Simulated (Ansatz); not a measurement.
The input, for Ansatz 0.2.0:

```yaml
crystal:
  periodic: [false, false, false]
  atoms:
    - {symbol: C, position_ang: [0.000000, 0.049608, 1.179588]}
    - {symbol: S, position_ang: [0.000000, -0.061689, -0.524179]}
    - {symbol: H, position_ang: [0.000000, 0.998979, 1.690196]}
    - {symbol: H, position_ang: [0.000000, -0.879228, 1.728954]}
    - {symbol: H, position_ang: [0.000000, 1.251603, -0.799831]}
basis:
  gaussian: {orbitals: cc-pVDZ}
total_charge: 1
magnetization: {spin_polarized: true, initial_magnetization: 0}
hamiltonian: {xc: hf}
output: {orbitals: {seedname: orbitals}}
```

```sh
$ ansatz run in.yaml --threads 1 --pin off --events-out ev --progress --plain --max-ram 2393MiB
```

The program prints:

```
454 factors; integrals over basis functions are off by at most 1.4e-3 eV
mean field evaluation 1: about -11885.5722 eV, gradient 1.2e1 eV
mean field evaluation 2: about -11885.6294 eV, gradient 1.2e1 eV
mean field evaluation 4: about -11886.6947 eV, gradient 1.7e0 eV
mean field evaluation 8: about -11886.7322 eV, gradient 2.7e-1 eV
mean field evaluation 16: about -11886.7155 eV, gradient 1.0e0 eV
mean field evaluation 32: about -11886.7362 eV, gradient 9.9e-6 eV
mean field evaluation 64: about -11886.7302 eV, gradient 1.3e-1 eV
mean field evaluation 96: about -11886.7362 eV, gradient 9.3e-6 eV
mean field -11886.73621581 eV, -436.8294988117 hartree, gradient 9.3e-6 eV, S^2 0.074900; 2 other end points of the search recorded, 0 dependent functions left out
reference -11886.73621581 eV, -436.8294988117 hartree; 12, 12 occupied and 35, 35 virtual orbitals, 454 factors
Total energy: -11886.73621581 eV, -436.8294988117 hartree
```

Ran on 1 thread of Intel Xeon, shared host: 0.69 s wall, 0.17 GiB peak host memory.
